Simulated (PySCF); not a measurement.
Worked example: GeCl⁺, quintet against GeCl⁺, triplet

Geometry (PBE0/def2-TZVP stationary point of a triplet), kept for both states (GeCl⁺, triplet: Π; GeCl⁺, quintet: Π):

| atom | x (Å) | y (Å) | z (Å) |
| --- | --- | --- | --- |
| Ge | 0.0000 | 0.0000 | 0.0000 |
| Cl | 0.0000 | 0.0000 | 2.1206 |

Basis cc-pVDZ; PySCF 2.14.0. Only valence electrons are correlated (noble-gas cores and the filled d shells of p-block atoms frozen). Prefix R: restricted or restricted open-shell reference. No spin–orbit coupling is included, and no scalar relativity.

Full CI isn't at hand for all of this; RCCSDT serves as the reference. It lacks quadruple excitations, which often exceed the step from CCSD(T) to CCSDT.

```json
{"level": "RCCSD(T)", "E(GeCl⁺, triplet) (hartree)": "-2534.671323", "E(GeCl⁺, quintet) (hartree)": "-2534.512027"}
{"level": "PBE", "E(GeCl⁺, triplet) (hartree)": "-2536.258394", "E(GeCl⁺, quintet) (hartree)": "-2536.077914"}
{"level": "PBE0", "E(GeCl⁺, triplet) (hartree)": "-2536.345766", "E(GeCl⁺, quintet) (hartree)": "-2536.175339"}
{"level": "RCCSDT", "E(GeCl⁺, triplet) (hartree)": "-2534.672178", "E(GeCl⁺, quintet) (hartree)": "-2534.512613"}
```

Problem. Give the vertical gap, GeCl⁺ quintet less GeCl⁺ triplet, at each level in eV (1 hartree = 27.2114 eV), and each error against RCCSDT.

Solution. RCCSDT: (-2534.512613 − (-2534.672178)) × 27.2114 = 4.342 eV (the reference)
PBE0: (-2536.175339 − (-2536.345766)) × 27.2114 = 4.638 eV, error 0.296 eV
PBE: (-2536.077914 − (-2536.258394)) × 27.2114 = 4.911 eV, error 0.569 eV
RCCSD(T): (-2534.512027 − (-2534.671323)) × 27.2114 = 4.335 eV, error -0.007 eV

Total energies of functionals can't be set beside those of wave-function methods, since they hold the core's correlation and their own absolute errors; only the differences compare.

In so small a basis the reference is far from its limit while semilocal and hybrid functionals are nearer theirs, so the functionals' errors here hold much of the reference's basis and frozen-core error, which can add to them or hide them.

Each level lands on the state that its own search finds. T1 diagnostics of restricted CCSD: 0.034 and 0.019.
